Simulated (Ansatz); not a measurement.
Basis-set extrapolation for C4H7N (`C#CCNC`) (PBE0-D4/def2-TZVP geometry, frozen core, the Gaussian-basis code of Ansatz). Multiplicity 1, RHF reference.

```tsv
	def2-TZVPP	def2-QZVPP
HF	-209.994695	-210.004363
MP2 correlation	-0.860094	-0.916253
CCSD(T) correlation	-0.935863	not run
```

Energies in hartree. Use E(X) = E(∞) + A·exp(−7.88·√X) for Hartree–Fock and E(X) = E(∞) + B·X^(−2.97) for correlation, with X = 3 and 4, and add CCSD(T) minus MP2 of the smaller set to the MP2 limit.

**Question.** What is the CCSD(T) energy at the basis-set limit?

**Answer.** HF limit: -210.004363 + (-0.009668) × 0.13774 = -210.00569. MP2 limit: -0.916253 + (-0.056159) × 0.74074 = -0.95785. Higher-order term: -0.935863 − (-0.860094) = -0.07577. Total: -211.03931 hartree, 285.5 kJ/mol below CCSD(T)/def2-TZVPP.
